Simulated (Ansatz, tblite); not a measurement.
# The cluster NaI2: rung by rung

One table from this session's results is given with a row withheld; the runs are named, their logs left out.

Method: as each input shows; program: Ansatz 0.2.0, Gaussian basis.

Levels to be run: GFN1-xTB, GFN2-xTB, PBE-D4/def2-TZVP, r2SCAN-D4/def2-TZVP, B97M-V/def2-TZVP, PBE-QIDH/def2-TZVP, ωB97M-V/def2-TZVP, LC-ωPBE/def2-TZVP, HSE06-D4/def2-TZVP, PBE+5HF/def2-TZVP, PBE+10HF/def2-TZVP, PBE+15HF/def2-TZVP, PBE+35HF/def2-TZVP, PBE+50HF/def2-TZVP, PBE-D4/def2-SVP, PBE0-D4/def2-SVP, PBE0-D4/def2-TZVPD, PBE-D4/def2-TZVPD, r2SCAN-D4/def2-TZVPD, CCSD(T)/def2-TZVPP, MP2/def2-TZVP, RPA/def2-TZVP.

2 further runs of the same task are left out: 2 set aside as unsound or not needed. Runs told in other sessions of the task aren't counted.

### The relaxed structure

The doublet was relaxed beforehand with B3LYP-D4/def2-TZVP. At that level it is the lowest of the isomers that a small search found.

3 atoms, charge 0, spin multiplicity 2.

Bond lengths: Na1–I2 2.893 Å, Na1–I3 2.894 Å. Angles: I2–Na1–I3 71.5°.

I takes a core potential in the def2 sets. No spin-orbit coupling is included.

PBE0-D4/def2-TZVP was run before; its log isn't repeated, and its numbers join the tables.

Set-up of the first run:

Tight binding, by tblite at 300 K electronic temperature and without a spin-polarisation term:

```python
tblite.interface.Calculator('GFN1-xTB', numbers, positions, charge=0, uhf=1).singlepoint()
```

Tight binding, by tblite at 300 K electronic temperature and without a spin-polarisation term:

```python
tblite.interface.Calculator('GFN2-xTB', numbers, positions, charge=0, uhf=1).singlepoint()
```

start.molden holds the orbitals of an earlier run on this state, given as this run's starting guess.

The input, in.yaml:

```yaml
crystal:
  periodic: [false, false, false]
  atoms:
    - {symbol: Na, position_ang: [0.000470, 1.483349, -0.501558]}
    - {symbol: I, position_ang: [-1.228664, -1.112273, -0.848100]}
    - {symbol: I, position_ang: [1.228194, -0.371075, 1.349667]}
basis:
  gaussian: {orbitals: def2-TZVP, initial_orbitals: start.molden}
magnetization: {spin_polarized: true, initial_magnetization: 1}
hamiltonian: {xc: pbe, dispersion: d4}
scf: {omitted_lower_state_checks: [starts]}
output: {orbitals: {seedname: orbitals}}
```

The run is started by

```console
> ansatz run in.yaml --threads 4 --pin off --events-out ev --progress --plain --max-ram 3916MiB
```

Among the steps run: PBE-D4/def2-TZVP; r2SCAN-D4/def2-TZVP; B97M-V/def2-TZVP; PBE-QIDH/def2-TZVP; ωB97M-V/def2-TZVP; LC-ωPBE/def2-TZVP; HSE06-D4/def2-TZVP; PBE+5HF/def2-TZVP; PBE+10HF/def2-TZVP; PBE+15HF/def2-TZVP; PBE+35HF/def2-TZVP; PBE+50HF/def2-TZVP; PBE-D4/def2-SVP; PBE0-D4/def2-SVP; PBE0-D4/def2-TZVPD; PBE-D4/def2-TZVPD; r2SCAN-D4/def2-TZVPD; CCSD(T)/def2-TZVPP; MP2/def2-TZVP; RPA/def2-TZVP.

One of the session's tables, all rows but one given; the rest of the session is left out.

It belongs to the step «Levels side by side». 

```
               level  HOMO (eV)  LUMO (eV)  gap (eV)
     PBE-D4/def2-SVP      -5.25      -4.55      0.69
    PBE-D4/def2-TZVP      -5.33      -4.61      0.71
   PBE-D4/def2-TZVPD      -5.35      -4.64      0.71
 r2SCAN-D4/def2-TZVP      -5.66      -4.49      1.16
r2SCAN-D4/def2-TZVPD      -5.67      -4.51      1.16
    B97M-V/def2-TZVP      -5.62      -4.34      1.28
    PBE0-D4/def2-SVP          ?          ?         ?
   PBE0-D4/def2-TZVP      -6.43      -3.93      2.50
  PBE0-D4/def2-TZVPD      -6.44      -3.95      2.49
  HSE06-D4/def2-TZVP      -6.05      -4.29      1.76
   LC-ωPBE/def2-TZVP      -8.92      -2.03      6.89
   ωB97M-V/def2-TZVP      -8.39      -2.27      6.13
   PBE+5HF/def2-TZVP      -5.55      -4.48      1.07
  PBE+10HF/def2-TZVP      -5.76      -4.34      1.42
  PBE+15HF/def2-TZVP      -5.99      -4.21      1.78
  PBE+35HF/def2-TZVP      -6.88      -3.66      3.22
  PBE+50HF/def2-TZVP      -7.57      -3.24      4.33
```

**Question.** Estimate the row for PBE0-D4/def2-SVP.

The run gave: HOMO (eV): -6.40; LUMO (eV): -3.91; gap (eV): 2.48. In the column «HOMO (eV)» it lies between PBE0-D4/def2-TZVP (-6.43) and HSE06-D4/def2-TZVP (-6.05).
